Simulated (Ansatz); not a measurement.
```yaml
atoms:
  - { symbol: C, position_ang: [1.4483, -0.0032, 0.2258] }
  - { symbol: C, position_ang: [0.7280, 1.2616, -0.2170] }
  - { symbol: C, position_ang: [-0.7286, 1.2655, 0.2174] }
  - { symbol: C, position_ang: [-1.4648, -0.0062, -0.2303] }
  - { symbol: C, position_ang: [-0.7304, -1.2525, 0.2270] }
  - { symbol: C, position_ang: [0.7204, -1.2590, -0.2228] }
  - { symbol: H, position_ang: [1.5219, -0.0080, 1.3303] }
  - { symbol: H, position_ang: [2.4918, -0.0080, -0.1418] }
  - { symbol: H, position_ang: [0.7567, 1.3298, -1.3285] }
  - { symbol: H, position_ang: [1.2564, 2.1584, 0.1431] }
  - { symbol: H, position_ang: [-1.2432, 2.1583, -0.1382] }
  - { symbol: H, position_ang: [-0.7608, 1.3232, 1.3399] }
  - { symbol: H, position_ang: [-1.5336, 0.0073, -1.3265] }
  - { symbol: H, position_ang: [-2.4905, -0.0043, 0.1548] }
  - { symbol: H, position_ang: [-1.2479, -2.1678, -0.1399] }
  - { symbol: H, position_ang: [-0.7608, -1.3255, 1.3212] }
  - { symbol: H, position_ang: [1.2452, -2.1525, 0.1521] }
  - { symbol: H, position_ang: [0.7734, -1.3231, -1.3337] }
```

RHF on singlet C6H12 was run in several spherical basis sets with Ansatz (development build ahead of 0.2.0).

Rank the basis sets by the total energy that they give, lowest first, with the distance from the lowest.
A. def2-SVP
B. STO-3G
C. cc-pVDZ
D. 6-31G(d)

C (0.00 eV), D (0.50 eV), A (4.96 eV), B (74.72 eV).

Totals follow the description of the cores as much as that of the bonds, so this order isn't one of quality for chemistry.
